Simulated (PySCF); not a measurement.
**SF at BHandHLYP**

Level: BHandHLYP. basis S def2-TZVPPD, F def2-TZVPPD; no relativity; PySCF 2.14.

```
state                                          : ²Π (doublet), unpaired electrons π ↑
bond length                                    : 1.583 Å
harmonic wavenumber                            : 884 cm⁻¹
force constant                                 : 5.48 mdyn/Å
rotational constant Be                         : 0.5643 cm⁻¹
anharmonicity ωexe                             : 4.26 cm⁻¹
vibration–rotation constant αe                 : 0.00425 cm⁻¹
well depth De to S + F                         : 308 kJ/mol
dissociation energy D0                         : 303 kJ/mol
bond order (Mayer)                             : 0.97
dipole moment (positive dipole means S(−)F(+)) : -0.85 D
```

The state was picked by a PBE0 search and need not be the measured ground state.
